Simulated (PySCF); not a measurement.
Gas-phase XPS of difluorophosphane, computed

Difluorophosphane, F2HP.
Structure used (PBE0-D3(BJ)/def2-SVP), in Å, numbered top down from 1:
```xyz
4
F2HP angstrom
F     -0.8880    0.4707   -0.9466
P     -0.0702   -0.5069    0.0355
F      1.3942    0.1450   -0.1102
H     -0.4170    0.1897    1.2499
```

Computed with PySCF 2.14.0, delta-SCF UKS SCAN, pcX-2 on the ionised atom, pcseg-1 elsewhere, spin-free X2C. Each binding energy is the total energy of the core-ionised species, with the hole localised on one atom, minus that of the ground state; both are solved self-consistently, so orbital relaxation is included.

**Question.** List the computed XPS lines with their assignment.

**Answer.** 
| atom(s) | environment | level | binding energy (eV) | count |
| --- | --- | --- | --- | --- |
| F1/F3 | phosphorus-bound fluorine | F 1s | 693.34 | 2 |
| P2 | three-coordinate phosphorus | P 1s | 2154.28 | 1 |

**Question.** Express the binding energy of F 1s of F1/F3 in atomic units and per mole.

**Answer.** 693.34 eV = 25.4798 Eh = 66897 kJ/mol.

**Question.** What is the longest wavelength that can ionise F 1s of F1/F3 vertically?

**Answer.** λ = hc/E = 12398.42 eV Å / 693.34 eV = 17.882 Å.

Atoms equivalent by their bonding share one computed value, that of the first of them. Not every level is listed. Geometry: PBE0-D3(BJ)/def2-SVP; no solvent, vibrations or thermal averaging.
